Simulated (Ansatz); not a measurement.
# NO2+: one species, many methods

One table from this session's results is given with a row withheld; the runs are named, their logs left out.

Program: Ansatz 0.2.0, Gaussian basis. Level of theory: functionals in def2-TZVPP, the program's frozen cores in correlated methods. These are calculated values, not measurements.

Plan: LDA (SPW92), PBE-D4, revPBE-D4, BLYP-D4, r2SCAN-D4, B97M-V, PBE0-D4, B3LYP-D4, r2SCANh-D4, r2SCAN0-D4, HSE06-D4, BHLYP-D4, CAM-B3LYP-D4, LC-ωPBE, ωB97X-V, ωB97M-V, B2PLYP, PBE-QIDH; CCSD(T)/def2-SVP; CCSD(T)/def2-TZVPP; CCSD(T)/def2-QZVPP; extrapolation to the limit; RPA on PBE.

### The relaxed structure

The geometry comes from an earlier relaxation with PBE0-D4 in a triple-zeta def2 set; it is a stationary point.

3 atoms, charge 1, spin multiplicity 1.

Atoms are counted from 1 here; the program's logs count them from 0.

Bond lengths: O1–N2 1.110 Å, N2–O3 1.110 Å. Angles: O1–N2–O3 180.0°.

Set-up of the first run:

Contents of in.yaml:

```yaml
crystal:
  periodic: [false, false, false]
  atoms:
    - {symbol: O, position_ang: [-0.572985, 0.927013, -0.209578]}
    - {symbol: N, position_ang: [-0.000006, -0.000004, -0.000001]}
    - {symbol: O, position_ang: [0.572991, -0.927010, 0.209578]}
basis:
  gaussian: {orbitals: def2-TZVPP}
total_charge: 1
hamiltonian: {xc: lda}
output: {orbitals: {seedname: orbitals}}
```

Command:

```console
ansatz run in.yaml --threads 2 --pin off --events-out ev --progress --plain --max-ram 32768MiB --backend cpu
```

Among the steps run: LDA; PBE-D4 (GGA); revPBE-D4 (GGA); BLYP-D4 (GGA); r2SCAN-D4 (meta-GGA); B97M-V (meta-GGA); B3LYP-D4 (hybrid); r2SCANh-D4 (hybrid); r2SCAN0-D4 (hybrid); HSE06-D4 (hybrid); BHLYP-D4 (hybrid); CAM-B3LYP-D4 (range-separated); LC-ωPBE (range-separated); ωB97X-V (range-separated); ωB97M-V (range-separated); B2PLYP (double hybrid); PBE-QIDH (double hybrid).

One table of the session follows, with a row left open; its other results are not shown here.

It belongs to the step «Frontier levels by functional». Levels are read from the orbital files that the runs wrote:

```
  functional  HOMO (eV)  LUMO (eV)  gap (eV)
 LDA (SPW92)     -19.74     -12.18      7.55
      PBE-D4     -19.51     -11.91      7.60
   revPBE-D4     -19.44     -11.81      7.63
     BLYP-D4     -19.41     -11.88      7.53
   r2SCAN-D4     -19.91     -11.74      8.17
      B97M-V     -19.96     -11.58      8.38
     PBE0-D4     -21.14     -10.74     10.40
    B3LYP-D4          ?          ?         ?
  r2SCANh-D4     -20.51     -11.30      9.21
  r2SCAN0-D4     -21.43     -10.64     10.79
    HSE06-D4     -20.73     -11.14      9.60
    BHLYP-D4     -22.70      -9.52     13.18
CAM-B3LYP-D4     -22.58      -9.54     13.04
     LC-ωPBE     -23.86      -8.16     15.71
     ωB97X-V     -23.49      -8.18     15.31
     ωB97M-V     -23.40      -8.17     15.23
```

Q: Estimate the row for B3LYP-D4 from the others.

Worked estimate for «HOMO (eV)». Against the share of exact exchange, BLYP-D4 (0, -19.41), BHLYP-D4 (0.5, -22.70) give a slope of -6.58 per unit share; at 0.2 the line stands at -20.73.

**Answer.** HOMO (eV): -20.89; LUMO (eV): -11.13; gap (eV): 9.76. In «HOMO (eV)» the line misses by +0.16.
